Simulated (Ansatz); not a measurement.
**SiH₂Cl radical (SMILES [SiH2]Cl): one structure at several levels**

How do the functionals fare away from a minimum? The structure is a structure displaced at random from a GFN2-xTB minimum.

Computed with Ansatz 0.2.0, Gaussian basis. Level: single points in def2-TZVPP.

Cores are frozen in the correlated methods. Orbitals are unrestricted.

## 1. The starting structure

SMILES `[SiH2]Cl`, 4 atoms, charge 0, spin multiplicity 2.

Atoms are counted from 1 here; the program's logs count them from 0.

Bond lengths: Si1–Cl2 1.952 Å, Si1–H3 1.286 Å, Si1–H4 1.310 Å. Angles: Cl2–Si1–H3 115.5°, Cl2–Si1–H4 112.1°, H3–Si1–H4 113.3°.

Geometry (Å):

```xyz
4

Si   -0.3154    0.1484    0.2116
Cl    1.5133   -0.0454    0.8663
H    -1.0025   -0.9369    0.1603
H    -0.3724    0.8495   -0.8941
```

## 2. CCSD(T)/def2-TZVPP

Contents of run/in.yaml:

```yaml
crystal:
  periodic: [false, false, false]
  atoms:
    - {symbol: Si, position_ang: [-0.315400, 0.148400, 0.211600]}
    - {symbol: Cl, position_ang: [1.513300, -0.045400, 0.866300]}
    - {symbol: H, position_ang: [-1.002500, -0.936900, 0.160300]}
    - {symbol: H, position_ang: [-0.372400, 0.849500, -0.894100]}
basis:
  gaussian: {orbitals: def2-TZVPP}
magnetization: {spin_polarized: true, initial_magnetization: 1}
correlation: {method: ccsd_t}
scf: {omitted_lower_state_checks: [cluster_reference]}
output: {forces: true}
```

No record of the launch command was kept for these runs.

## 3. PBE0-D4/def2-TZVPP

Edit run/in.yaml of step 2 so:

```diff
@@ -10,4 +10,3 @@
 magnetization: {spin_polarized: true, initial_magnetization: 1}
-correlation: {method: ccsd_t}
-scf: {omitted_lower_state_checks: [cluster_reference]}
-output: {forces: true}
+hamiltonian: {xc: pbe0, dispersion: d4}
+output: {forces: true, orbitals: {seedname: orbitals}}
```

## 4. wB97M-V/def2-TZVPP

Edit run/in.yaml of step 3 so:

```diff
@@ -10,3 +10,3 @@
 magnetization: {spin_polarized: true, initial_magnetization: 1}
-hamiltonian: {xc: pbe0, dispersion: d4}
-output: {forces: true, orbitals: {seedname: orbitals}}
+hamiltonian: {xc: {name: wB97M-V}}
+output: {forces: true}
```

## 5. r2SCAN-D4/def2-TZVPP

Edit run/in.yaml of step 4 so:

```diff
@@ -10,3 +10,3 @@
 magnetization: {spin_polarized: true, initial_magnetization: 1}
-hamiltonian: {xc: {name: wB97M-V}}
+hamiltonian: {xc: r2scan, dispersion: d4}
 output: {forces: true}
```

## 6. PBE-D4/def2-TZVPP

Edit run/in.yaml of step 5 so:

```diff
@@ -10,3 +10,3 @@
 magnetization: {spin_polarized: true, initial_magnetization: 1}
-hamiltonian: {xc: r2scan, dispersion: d4}
+hamiltonian: {xc: pbe, dispersion: d4}
 output: {forces: true}
```

## 7. r2SCAN0-D4/def2-TZVPP

Edit run/in.yaml of step 6 so:

```diff
@@ -10,3 +10,3 @@
 magnetization: {spin_polarized: true, initial_magnetization: 1}
-hamiltonian: {xc: pbe, dispersion: d4}
+hamiltonian: {xc: {name: r2SCAN0}, dispersion: d4}
 output: {forces: true}
```

## 8. SPW92/def2-TZVPP

Edit run/in.yaml of step 7 so:

```diff
@@ -10,3 +10,3 @@
 magnetization: {spin_polarized: true, initial_magnetization: 1}
-hamiltonian: {xc: {name: r2SCAN0}, dispersion: d4}
+hamiltonian: {xc: lda}
 output: {forces: true}
```

(Steps that only read results are left out.)

What does the calculation give? Wanted: energy less free atoms, CCSD(T)/def2-TZVPP; RMS force component; RMS force error; HOMO and LUMO, PBE0-D4; T1 diagnostic.

The runs gave:

```
                                  quantity                                                                                            value
energy less free atoms, CCSD(T)/def2-TZVPP                                                                                    -893.3 kJ/mol
                       RMS force component                                                             2.457 to 2.598 eV/Å over the methods
                           RMS force error  PBE0-D4 0.102, wB97M-V 0.073, r2SCAN-D4 0.078, PBE-D4 0.091, r2SCAN0-D4 0.115, SPW92 0.224 eV/Å
                    HOMO and LUMO, PBE0-D4                                                                               -5.85 and -2.11 eV
                             T1 diagnostic                                                                                            0.013
```

Against CCSD(T) the functionals' energies less atoms differ by -143.3 to -22.3 kJ/mol, PBE-D4 by -22.3 kJ/mol. The reference is not at the basis limit: in triple zeta CCSD(T) underbinds, which counts against methods that bind more; the gaps are no ranking. For forces wB97M-V does best and SPW92 worst. Frozen-core CCSD(T) forces in triple zeta carry basis errors of their own, and this is one geometry, so small gaps rank nothing.
